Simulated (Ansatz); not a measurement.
Basis-set extrapolation for naphthalene, C10H8 (PBE0-D4/def2-TZVP geometry, frozen core, Ansatz). Multiplicity 1, RHF reference.

|  | def2-TZVPP | def2-QZVPP |
| --- | --- | --- |
| HF | -383.487817 | -383.503386 |
| MP2 correlation | -1.563252 | -1.661708 |
| CCSD(T) correlation | -1.677702 | not run |

Energies in hartree. Use E(X) = E(∞) + A·exp(−7.88·√X) for Hartree–Fock and E(X) = E(∞) + B·X^(−2.97) for correlation, with X = 3 and 4, and add CCSD(T) minus MP2 of the smaller set to the MP2 limit.

Question: What is the CCSD(T) energy at the basis-set limit?

Answer: HF limit: -383.503386 + (-0.015569) × 0.13774 = -383.50553. MP2 limit: -1.661708 + (-0.098456) × 0.74074 = -1.73464. Higher-order term: -1.677702 − (-1.563252) = -0.11445. Total: -385.35462 hartree, 496.5 kJ/mol below CCSD(T)/def2-TZVPP.
